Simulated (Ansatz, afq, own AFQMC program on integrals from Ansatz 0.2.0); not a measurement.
AFQMC on a folder of integrals that Ansatz 0.2.0 wrote.

```yaml
crystal:
  periodic: [false, false, false]
  atoms:
    - {symbol: N, position_ang: [0.000000, 0.000000, 0.000000]}
    - {symbol: C, position_ang: [0.000000, 0.000000, 1.160084]}
basis:
  gaussian: {orbitals: 6-31G}
magnetization: {spin_polarized: true, initial_magnetization: 1}
correlation: {method: ccsd_t, electrons: outside_noble_gas, hamiltonian_folder: ham}
```

```sh
$ ansatz run in.yaml --threads 1 --pin off --events-out ev --progress --plain --max-ram 24576MiB --backend cuda --devices 0, --max-vram 18GiB
```

Options of the walk:

```
--method free --trial cisd --walkers 4000 --time-step 0.03 --max-blocks 4000 --target-error 0.00036 --factor-cut 1e-05 --seed 3504 --times 0,0.3,0.6,1.2,1.8,2.4,3.6,4.8,6 --taylor-order 8
```

Times are imaginary, in 1/Eh. The walk had a cap of 61 s.

Output of the walk:

```
orbitals 16  electrons 5 4  factors 93 of 259
reference energy -92.16164698 Eh
CCSD correlation -0.19138720 Eh in 15 cycles, weight of the determinant in the CISD state 0.7506
repeat  energy at the last time / Eh  error
    10  -92.363032  0.000834
    20  -92.362982  0.000509
    30  -92.362895  0.000414
    40  -92.362846  0.000364
time / (1/Eh)  energy / Eh  error  mean overlap
  0.00  -92.353149  0.000103  1.3327
  0.30  -92.358007  0.000093  1.3336
  0.60  -92.359952  0.000092  1.3361
  1.20  -92.361403  0.000128  1.3431
  1.80  -92.362094  0.000152  1.3493
  2.40  -92.362179  0.000141  1.3581
  3.60  -92.362462  0.000159  1.3739
  4.80  -92.362876  0.000267  1.3870
  6.00  -92.362892  0.000357  1.3999
energy -92.362892 +/- 0.000357 Eh
```

The run passed its tests (error under three times the target), which doesn't prove that it has relaxed.

Against this walk (error 9.7 meV) on the same determinant: CCSD(T) 103.0 meV higher, full CI 5.2 meV higher (within the noise). The error is statistical, and a free projection of finite length keeps a remainder of its start. The determinant has ⟨S²⟩ = 1.22, so the low cluster orders mix in higher spin, and so can this walk. The determinant is a poor start (see the cautions), so the low cluster orders aren't to be relied on, and full CI is the sure value.

Cautions: remainder of the start not in the error; start is not spin pure; strong correlation (T1 0.093, weight of the determinant 0.75, largest double 0.12); unrestricted determinant spin contaminated (⟨S²⟩ 1.22 against 0.75).

The walk took 19 s on 1 × NVIDIA H100 80GB HBM3 with 2 threads of AMD EPYC 7R13 Processor (Zen 3), on a shared host (the card was shared). The log's last line is the free-projection energy.

A walk keeps the symmetry of its determinant, which the program's search chose and which needn't be the lowest solution, so a lower state of the same spin and another symmetry isn't excluded.
